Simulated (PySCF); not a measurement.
Bonds (- single, = double, # triple, : aromatic): none between heavy atoms. B1 carries H2, H3, H4, H5. Formal charges: B1 -1.

Total charge -1.

Geometry: PBE0-D3(BJ)/def2-SVP; GIAO absolute shieldings from PySCF, gas phase, non-relativistic, averaged over equivalent atoms.

At wB97X-D/pcSseg-1 (37 basis functions, 0.7 s wall time on 1 thread of an x86-64 server CPU, shared host):
```json
{"atoms": "B1", "σ (ppm)": "151.8"}
{"atoms": "H2/H3/H4/H5", "σ (ppm)": "31.58"}
```

**Question.** Predict the values at PBE0/pcSseg-1 on the same geometry.

**Answer.** 
```json
{"atoms": "B1", "σ at PBE0/pcSseg-1": "151.7", "change": "-0.1"}
{"atoms": "H2/H3/H4/H5", "σ at PBE0/pcSseg-1": "31.54", "change": "-0.04"}
```

The largest change is at B1 (boron bonded to 4 H). Cost: 37 basis functions, 1.6 s wall time on 1 thread of an x86-64 server CPU, shared host.
